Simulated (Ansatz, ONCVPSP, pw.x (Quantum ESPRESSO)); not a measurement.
## pw.x on bcc Ga: one setting changed

Potential: optimised norm-conserving Vanderbilt (ONCV), ONCVPSP 4.0.1.1 (patched build), PBEsol; core [Ar], reference 3d10 4s2 4p1; waves: 4s: rc 1.75 bohr, ncon 4, nbas 8, qcut 3.2 1/bohr, 2 projectors, debl 3.7 Ha; 4p: rc 1.80 bohr, ncon 4, nbas 7, qcut 3.6 1/bohr, 2 projectors, debl 1.5 Ha; 3d: rc 1.40 bohr, ncon 4, nbas 9, qcut 11.4 1/bohr, 2 projectors, debl 2.3 Ha; f scattering state at 0.19 Ha: rc 1.90 bohr, ncon 4, nbas 7, qcut 6.5 1/bohr, 2 projectors, debl 2.3 Ha; local part: polynomial inside 1.30 bohr (lpopt 2, dvloc0 1 Ha); core correction: polynomial model core, fcfact 0.35.

The reference run (k-mesh 14³, cutoffs 135/540 Ry, Fermi–Dirac 0.01 Ry, mixing_beta 0.4, conv_thr 1e-9, no spin) gives -0.65 GPa at 18.120 Å³/atom, where all-electron LAPW gives -0.58 GPa. This run, with its own iteration cap, changes nbnd to 10.

```
&control
  calculation='scf', prefix='x', pseudo_dir='./', outdir='./tmp', tstress=.true., disk_io='none'
/
&system
  ibrav=0, nat=1, ntyp=1, ecutwfc=135, ecutrho=540, nbnd=10,
  occupations='smearing', smearing='fd', degauss=0.01
/
&electrons
  conv_thr=1e-09, mixing_beta=0.4, electron_maxstep=60
/
ATOMIC_SPECIES
Ga 1.0 Ga.UPF
CELL_PARAMETERS angstrom
  -1.65462431 1.65462431 1.65462431
  1.65462431 -1.65462431 1.65462431
  1.65462431 1.65462431 -1.65462431
ATOMIC_POSITIONS crystal
Ga 0.0000 0.0000 0.0000
K_POINTS automatic
14 14 14 0 0 0
```

```bash
pw.x < Ga.scf.in > Ga.scf.out
```

Question: How does the run end?

Answer: It converges in 9 iterations; the free energy moves by +0.0 meV/atom and the pressure by +0.00 GPa. The result is that of the reference run.

```
Message from routine setup:
     using ibrav=0 with symmetry is DISCOURAGED, use correct ibrav instead
     lattice parameter (alat)  =       5.4158  a.u.
     unit-cell volume          =     122.2798 (a.u.)^3
     number of electrons       =        13.00
     number of Kohn-Sham states=           10
     kinetic-energy cutoff     =     135.0000  Ry
     charge density cutoff     =     540.0000  Ry
     scf convergence threshold =      1.0E-09
     Exchange-correlation= PBESOL
     number of k points=   104  Fermi-Dirac smearing, width (Ry)=  0.0100
     iteration #  1     ecut=   135.00 Ry     beta= 0.40
     total energy              =    -153.79422755 Ry
     estimated scf accuracy    <       0.00761430 Ry
     iteration #  2     ecut=   135.00 Ry     beta= 0.40
     total energy              =    -153.79475974 Ry
     estimated scf accuracy    <       0.00092059 Ry
     iteration #  3     ecut=   135.00 Ry     beta= 0.40
     total energy              =    -153.79482751 Ry
     estimated scf accuracy    <       0.00015306 Ry
     iteration #  4     ecut=   135.00 Ry     beta= 0.40
     total energy              =    -153.79483720 Ry
     estimated scf accuracy    <       0.00000848 Ry
     iteration #  5     ecut=   135.00 Ry     beta= 0.40
     total energy              =    -153.79483866 Ry
     estimated scf accuracy    <       0.00000032 Ry
     iteration #  6     ecut=   135.00 Ry     beta= 0.40
     total energy              =    -153.79483879 Ry
     estimated scf accuracy    <       0.00000020 Ry
     iteration #  7     ecut=   135.00 Ry     beta= 0.40
     total energy              =    -153.79483880 Ry
     estimated scf accuracy    <       0.00000001 Ry
     iteration #  8     ecut=   135.00 Ry     beta= 0.40
     total energy              =    -153.79483881 Ry
     estimated scf accuracy    <          1.7E-09 Ry
     iteration #  9     ecut=   135.00 Ry     beta= 0.40
     the Fermi energy is    10.5024 ev
!    total energy              =    -153.79483881 Ry
     estimated scf accuracy    <          1.3E-10 Ry
     smearing contrib. (-TS)   =      -0.00177950 Ry
     The total energy is F=E-TS. E is the sum of the following terms:
     one-electron contribution =     -73.26284542 Ry
     hartree contribution      =      50.00545771 Ry
     xc contribution           =     -32.18703204 Ry
     ewald contribution        =     -98.34863955 Ry
     convergence has been achieved in   9 iterations
          total   stress  (Ry/bohr**3)                   (kbar)     P=       -6.47
     Message from routine punch:
     Nothing written, as per user request (disk_io='none')
```

The run took about 2.6 min on one core of a shared host (Neoverse-N1, 64 threads, 124 GiB, load 56).
